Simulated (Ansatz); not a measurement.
Compare A (`[CH2]1[CH2][AlH]1`) with its isomer B (`C=[CH][AlH2]`).

Program: Ansatz. Geometries: PBE0-D4/def2-TZVP. ΔE: electronic, gas phase. CBS: MP2 limit from def2 TZ/QZ plus the TZ coupled-cluster correction, frozen cores. DFT in def2-TZVPP. B3LYP here is the variant with VWN-RPA as its local correlation; programs differ in this.

(1) Which isomer does CCSD(T)/CBS put lower? Give the gap. (Best estimate.)

(2) Give E(B) − E(A) in kcal/mol with ωB97M-V, B3LYP, B2PLYP, CCSD(T)/def2-TZVPP, HF/def2-TZVPP, PBE0-D4, B3LYP-D4. (Best estimate.)

(3) Does the order hold for the free energy at 298.15 K (harmonic terms from PBE0-D4)? (Best estimate.)

Largest T1 diagnostic: 0.011.

Results:

(1) The calculation gave: B, by 18.8 kcal/mol.

(2) Computed: ωB97M-V -17.3, B3LYP -20.1, B2PLYP -19.5, CCSD(T)/def2-TZVPP -19.2, HF/def2-TZVPP -27.7, PBE0-D4 -14.6, B3LYP-D4 -20.3. None reverses the order clearly.

(3) The calculation gave: Yes: G(B) − G(A) = -21.4 kcal/mol.

In def2-TZVPP, CCSD(T) changes the Hartree–Fock value by +8.5 kcal/mol (the triples alone add +0.5 kcal/mol) and MP2 by +10.8 kcal/mol. At CCSD(T), def2-SVP lies −2.5 kcal/mol from the extrapolated value and def2-TZVPP −0.5 kcal/mol.
